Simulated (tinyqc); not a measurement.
Worked calculation: RKS/BP86 in the sto-6g basis, for OH-, spin multiplicity 1. The basis has no diffuse functions, so it cannot describe the extra electron: this is an exercise in the method, not the real anion. One step of it, computed by the program tinyqc.

Question. Iteration 2: DIIS coefficients. Solve [B -1; -1 0][c; lambda] = [0; -1] for the coefficients, which sum to one.

B (overlaps of the stored error matrices):
```
                1               2
1   4.1457727e-01  -2.4120188e-01
2  -2.4120188e-01   4.5508058e-01
```

Give: DIIS coefficients.

Answer.

DIIS coefficients: 0.5150  0.4850
